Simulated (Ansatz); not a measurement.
Band gap (eV) of solids drawn from the class of oxides, at two levels: r²SCAN (PAW; Ansatz, a quantum-chemistry and plane-wave program), and HSE06 (Ansatz, plane waves, PAW).

r²SCAN values are at the measured cell, HSE06 values at the measured cell.

```csv
solid,r²SCAN,HSE06,shift (eV)
anatase TiO₂ (metastable phase),2.50,3.61,+1.11
"HfSiO₄ (I4₁/amd, No. 141, 12 atoms in the cell; start COD 9000852)",6.02,7.27,+1.25
antiferromagnetic (type II) rock-salt NiO,2.36,4.54,+2.18
corundum Ga₂O₃ (metastable phase),3.58,4.65,+1.07
cubic perovskite BaZrO₃,3.76,4.72,+0.96
rock-salt SrO,3.80,4.79,+0.99
rutile SnO₂,1.93,3.01,+1.08
cubic perovskite KTaO₃,2.63,3.58,+0.95
corundum Cr₂O₃,2.57,4.49,+1.92
"BiOBr (P4/nmm, No. 129)",2.55,3.04,+0.49
```

The shifts run from +0.49 eV to +2.18 eV, with a median of +1.08 eV.

Over all 10 rows HSE06 is the larger in 10.

Database compounds that came out metallic weren't drawn.

Ansatz's runs of these crystals have no spin polarisation, but for antiferromagnetic (type II) rock-salt NiO, corundum Cr2O3.

Density-functional runs with spin start from opposed moments for antiferromagnetic (type II) rock-salt NiO, opposed moments for corundum Cr2O3.

Spin–orbit coupling is included only where a level's name says +SOC; with heavier elements it mostly lowers gaps and can invert bands. Density-functional gaps are differences of (generalised) Kohn–Sham levels. Ansatz's density-functional and Hartree–Fock values are scalar-relativistic unless marked +SOC, with PAW data made under PBE.
